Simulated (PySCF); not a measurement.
**One shape, several levels: C5H6 (pent-3-en-1-yne)**

Aim: a comparison of 6 runs (HF/3-21G, PBE0/def2-SVP, PBE/6-311+G**, TPSS/6-311+G**, BP86/def2-TZVP, MP2/pcseg-1) of C5H6 (pent-3-en-1-yne). The job is set up through a Python script.

The results are computed with PySCF 2.14.0.

## (1) The molecule

The species is C5H6 (11 atoms), meant as a singlet with charge 0. As SMILES, `C#C/C=C/C`. The coordinates come from a PBE0-D4/def2-TZVP relaxation.

Bond lengths: C1–C2 1.204 Å, C2–C3 1.417 Å, C3–C4 1.335 Å, C4–C5 1.485 Å, C1–H6 1.064 Å, C3–H7 1.088 Å, C4–H8 1.087 Å, C5–H9 1.091 Å, C5–H10 1.095 Å, C5–H11 1.095 Å. Some angles: C1–C2–C3 178.4°, C2–C3–C4 124.1°, C3–C4–C5 124.4°, C2–C1–H6 179.5°, C2–C3–H7 116.4°, C4–C3–H7 119.5°, C3–C4–H8 118.4°, C5–C4–H8 117.2°, C4–C5–H9 111.7°, C4–C5–H10 110.9°.

## (2) Energy and forces at HF/3-21G (run 1)

The input, run.py:

```python
import pyscf.grad
from pyscf import gto, scf

molecule = gto.M(
    atom='''
C     -2.865959     3.213668     3.786255
C     -1.396697     2.161280     2.405432
C      0.385882     0.965650     0.805401
C     -0.175556    -0.912927    -0.782158
C      1.681289    -2.175264    -2.465337
H     -4.177240     4.134154     5.000971
H      2.319072     1.657668     0.914249
H     -2.118383    -1.576032    -0.861715
H      3.571015    -1.378555    -2.247640
H      1.121741    -1.994039    -4.448982
H      1.778610    -4.203318    -2.067360
''',
    verbose=3,
    basis='3-21g',
    unit='bohr',
    max_memory=1860,
)

mf = scf.RHF(molecule)
mf.conv_tol = 1e-10
mf.kernel()
if not mf.converged:
    mf = mf.newton().run(mf.mo_coeff, mf.mo_occ)

etot = mf.e_tot
print(f'total energy: {etot:.8f} hartree')
grad = mf.Gradients().kernel()
mf.analyze()
```

Command:

```console
OMP_NUM_THREADS=1 python run.py
```

Standard output:

```text
converged SCF energy = -191.678743480639
[... 10 lines left out ...]
MO #1   energy= -11.1955052993939  occ= 2
[... 6 lines left out ...]
MO #8   energy= -0.950182090524998 occ= 2
[... 6 lines left out ...]
MO #15  energy= -0.513169725675743 occ= 2
[... 6 lines left out ...]
MO #22  energy= 0.297178076559961  occ= 0
[... 6 lines left out ...]
MO #29  energy= 0.553215887411798  occ= 0
[... 6 lines left out ...]
MO #36  energy= 0.991267675207125  occ= 0
[... 6 lines left out ...]
MO #43  energy= 1.21584565627619   occ= 0
[... 6 lines left out ...]
MO #50  energy= 1.42521492471496   occ= 0
[... 6 lines left out ...]
MO #57  energy= 2.35219244466973   occ= 0
[... 12 lines left out ...]
Dipole moment(X, Y, Z, Debye):  0.30100, -0.68831, -0.72191
```

Wall time 2.7 s (1 thread of Intel Xeon at 2.70GHz, shared host); peak memory 0.13 GiB.

## (3) Energy and forces at PBE0/def2-SVP (run 2)

The input, start.xyz:

```xyz
11
C5H6
C     -1.516600     1.700600     2.003600
C     -0.739100     1.143700     1.272900
C      0.204200     0.511000     0.426200
C     -0.092900    -0.483100    -0.413900
C      0.889700    -1.151100    -1.304600
H     -2.210500     2.187700     2.646400
H      1.227200     0.877200     0.483800
H     -1.121000    -0.834000    -0.456000
H      1.889700    -0.729500    -1.189400
H      0.593600    -1.055200    -2.354300
H      0.941200    -2.224300    -1.094000
```

The input, job.py:

```python
from pyscf import gto, dft

mol = gto.M(
    atom='start.xyz',
    verbose=4,
    spin=0,
    basis='def2-svp',
    max_memory=1860,
)

mf = dft.RKS(mol)
mf.xc = 'pbe0'
mf.conv_tol = 1e-10
mf.grids.level = 5
mf.kernel()
if not mf.converged:
    mf = mf.newton().run(mf.mo_coeff, mf.mo_occ)

e_tot = mf.e_tot
print(f'total energy: {e_tot:.8f} hartree')
grad = mf.nuc_grad_method().kernel()
dip = mf.dip_moment()
pop, q = mf.mulliken_pop()
```

Command:

```console
OMP_NUM_THREADS=1 python job.py
```

Standard output:

```text
PySCF version 2.14.0

[... 78 lines left out ...]
converged SCF energy = -193.669161564063
total energy: -193.66916156 hartree
[... 12 lines left out ...]
Dipole moment(X, Y, Z, Debye):  0.37712, -0.70742, -0.76053
[... 112 lines left out ...]
charge of   10H =      0.06062
```

Wall time 54 s (1 thread of Intel Xeon at 2.70GHz, shared host); peak memory 1 GiB.

Runs 3 to 4 aren't shown in full; the table further down has their settings and results.

## (4) Energy and gradient at BP86/def2-TZVP (run 5)

The input, mol.xyz:

```xyz
11
C5H6
C     -1.516600     1.700600     2.003600
C     -0.739100     1.143700     1.272900
C      0.204200     0.511000     0.426200
C     -0.092900    -0.483100    -0.413900
C      0.889700    -1.151100    -1.304600
H     -2.210500     2.187700     2.646400
H      1.227200     0.877200     0.483800
H     -1.121000    -0.834000    -0.456000
H      1.889700    -0.729500    -1.189400
H      0.593600    -1.055200    -2.354300
H      0.941200    -2.224300    -1.094000
```

The input, input.py:

```python
import pyscf.grad
from pyscf import gto, dft

mol = gto.M(
    atom='mol.xyz',
    charge=0,
    basis='def2-tzvp',
    max_memory=1860,
    verbose=4,
)

calc0 = dft.RKS(mol, xc='bp86')
calc0.conv_tol = 1e-10
calc0.grids.level = 5
calc0.kernel()
if not calc0.converged:
    calc0 = calc0.newton().run(calc0.mo_coeff, calc0.mo_occ)

e_tot = calc0.e_tot
print('E(%s) = %.9f' % ('BP86', e_tot))
grad = calc0.Gradients().kernel()
dip = calc0.dip_moment()
pop, q = calc0.mulliken_pop()
```

Command:

```console
OMP_NUM_THREADS=1 python input.py
```

Standard output:

```text
PySCF version 2.14.0

[... 84 lines left out ...]
converged SCF energy = -194.11997098802
[... 13 lines left out ...]
Dipole moment(X, Y, Z, Debye):  0.42211, -0.72012, -0.78473
[... 203 lines left out ...]
charge of   10H =      0.12825
```

Run time: 3.2 min. Hardware: 1 thread of Intel Xeon at 2.70GHz, shared host; peak memory 2.9 GiB.

## (5) Energy and gradient at MP2/pcseg-1 (run 6)

The input, calc.py:

```python
# C#CC=CC
import pyscf.grad
from pyscf import gto, mp

molecule = gto.M(
    atom=[
    ('C', (-1.516600, 1.700600, 2.003600)),
    ('C', (-0.739100, 1.143700, 1.272900)),
    ('C', (0.204200, 0.511000, 0.426200)),
    ('C', (-0.092900, -0.483100, -0.413900)),
    ('C', (0.889700, -1.151100, -1.304600)),
    ('H', (-2.210500, 2.187700, 2.646400)),
    ('H', (1.227200, 0.877200, 0.483800)),
    ('H', (-1.121000, -0.834000, -0.456000)),
    ('H', (1.889700, -0.729500, -1.189400)),
    ('H', (0.593600, -1.055200, -2.354300)),
    ('H', (0.941200, -2.224300, -1.094000)),
],
    charge=0,
    spin=0,
    basis='pcseg-1',
    verbose=3,
    max_memory=1860,
)

mf = molecule.RHF()
mf.conv_tol = 1e-10
mf.kernel()
if not mf.converged:
    mf = mf.newton().run(mf.mo_coeff, mf.mo_occ)

pt = mp.MP2(mf, frozen=5).run()
e_final = pt.e_tot
print('E(%s) = %.9f' % ('MP2', e_final))
grad = pt.Gradients().kernel()
mf.analyze()
```

Command:

```console
OMP_NUM_THREADS=1 python calc.py
```

Standard output:

```text
converged SCF energy = -192.697775808194
[... 15 lines left out ...]
MO #4   energy= -11.2268388956872  occ= 2
[... 11 lines left out ...]
MO #16  energy= -0.457623215271896 occ= 2
[... 11 lines left out ...]
MO #28  energy= 0.368449700825924  occ= 0
[... 11 lines left out ...]
MO #40  energy= 0.779259156788381  occ= 0
[... 11 lines left out ...]
MO #52  energy= 1.20363489126904   occ= 0
[... 11 lines left out ...]
MO #64  energy= 1.83785218104651   occ= 0
[... 11 lines left out ...]
MO #76  energy= 2.31882847418587   occ= 0
[... 11 lines left out ...]
MO #88  energy= 2.9778969914487    occ= 0
[... 11 lines left out ...]
MO #100 energy= 4.31448675798674   occ= 0
[... 12 lines left out ...]
Dipole moment(X, Y, Z, Debye):  0.34206, -0.77524, -0.81387
```

It took 27 s on 1 thread of Intel Xeon at 2.70GHz, shared host; peak memory 0.61 GiB.

## (6) The series

```csv
run,level,integration grid,frozen core orbitals,energy (Eh),dipole moment (D) of the reference,HOMO energy (eV),LUMO energy (eV),wall time
1,HF/3-21G,–,–,-191.678743,1.04,-8.92,3.61,2.7 s
2,PBE0/def2-SVP,5,–,-193.669162,1.11,-6.76,-0.54,54 s
3,PBE/6-311+G**,5,–,-193.838864,1.18,-5.80,-1.65,2.3 min
4,TPSS/6-311+G**,5,–,-194.141496,1.14,-5.79,-1.47,2.8 min
5,BP86/def2-TZVP,5,–,-194.119971,1.15,-5.87,-1.70,3.2 min
6,MP2/pcseg-1,–,5,-193.356569,1.17,-9.07,3.13,27 s
```

## (7) Outcome

```
                                          quantity          value
                               run 6: total energy  -193.35657 Eh
       run 6: dipole moment (Hartree–Fock density)         1.17 D
        run 6: HOMO energy (Hartree–Fock orbitals)       -9.07 eV
        run 6: LUMO energy (Hartree–Fock orbitals)        3.13 eV
      run 6: HOMO–LUMO gap (Hartree–Fock orbitals)       12.19 eV
run 6: correlation energy (5 core orbitals frozen)     -658.8 mEh
                   run 6: largest force on an atom     1.955 eV/Å
```

What this shows: Over runs 1, 2, 3, 4, 5 the dipole moment (its size) runs from 1.04 D (HF/3-21G) to 1.18 D (PBE/6-311+G**). The two ends differ in method and basis. Over runs 1, 2, 3, 4, 5 the HOMO–LUMO gap runs from 4.15 eV (PBE/6-311+G**) to 12.53 eV (HF/3-21G). Totals of different functionals can't be ranked against each other. All runs together took 9.7 min, the longest 3.2 min.
